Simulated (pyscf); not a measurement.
`[NH2][SiH2][SiH3]` -> `[NH]=[SiH2]` + `[SiH4]` (elimination; singlet surface; H–N, Si–Si broken, H–Si formed). Structures and frequencies: ωB97X-D3(BJ)/def2-SVP in PySCF. Correlated levels are frozen-core, on RHF or UHF. ΔMP2 is the change of the MP2 total energy from the triple- to the quadruple-zeta basis. Energies in kJ/mol from the reactant's lowest minimum found.

```
level                             barrier  reaction energy
--------------------------------  -------  ---------------
PBE/def2-TZVP                       312.0           +207.7
r²SCAN/def2-TZVP                    327.8           +216.5
PBE0-D3(BJ)/def2-TZVP               340.7           +234.8
ωB97M-D3(BJ)/def2-TZVP              349.8           +211.3
HF/def2-TZVP                            ?           +216.0
CCSD/def2-TZVPP                     369.4           +212.9
CCSD(T)/def2-TZVPP + ΔMP2(QZVPP)        ?                ?
```

Problem. What belongs in the gaps?

Solution. 
- HF/def2-TZVP, barrier: 421.2
- CCSD(T)/def2-TZVPP + ΔMP2(QZVPP), barrier: 351.7
- CCSD(T)/def2-TZVPP + ΔMP2(QZVPP), reaction energy: +210.1

Of the functionals in the table, ωB97M-D3(BJ) is closest to CCSD(T)/def2-TZVPP + ΔMP2(QZVPP) in the barrier (2.0 kJ/mol apart) and PBE least close (39.8 kJ/mol); that level has limits of its own. At the saddle there is also a short H–Si contact that neither side keeps. The same reactants have a lower exit, to H₂N–SiH₂• + SiH₃• (no saddle counted: cutting one bond costs +323.2 kJ/mol at ωB97M-D3(BJ)/def2-TZVP, against +349.8 kJ/mol here). H₂N–SiH₂–SiH₃ lies 61.7 kJ/mol over its isomer H₃Si–NH–SiH₃ (electronic energy, ωB97M-D3(BJ)/def2-TZVP). HN=SiH₂ lies 76.0 kJ/mol over its isomer H₂N–SiH: [singlet] (electronic energy, ωB97M-D3(BJ)/def2-TZVP). This is the saddle that the search found; another between the same sides may lie lower. The CCSD(T) − MP2 part came from Ansatz, without density fitting, on the same reference.
